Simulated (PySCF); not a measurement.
Gas-phase reaction: 2 CH3OCH3 ⇌ 2 CH3OH + C2H2 (acetylene) + 2 H

Energies from PySCF (xtb for GFN2), thermal terms from the rigid-rotor harmonic-oscillator model, ideal gas at 1 bar. Table values come from the NASA 1993 polynomials. † marks an energy on the PBE0/def2-TZVP geometry and frequencies; other levels use their own. 6-31G* has spherical d functions here. Open shells (unrestricted): H (multiplicity 2); the rest are closed-shell singlets. GFN2 has no spin-polarisation term. B3LYP is the form with VWN-RPA correlation.

Levels: a) PBE0/def2-TZVP; b) PBE/def2-SVP; c) PBE/def2-TZVP†; d) GFN2-xTB; e) B3LYP/6-31G*.

Task: Order the levels by the distance of their ΔH°(298 K) from the table for this reaction, closest first.

Result: c (+10 kJ), a (+26 kJ), b (+47 kJ), e (+83 kJ), d (+180 kJ)

The table gives 631 kJ. The order holds for this reaction alone, and for the 1993 entries, some of which have been revised since.
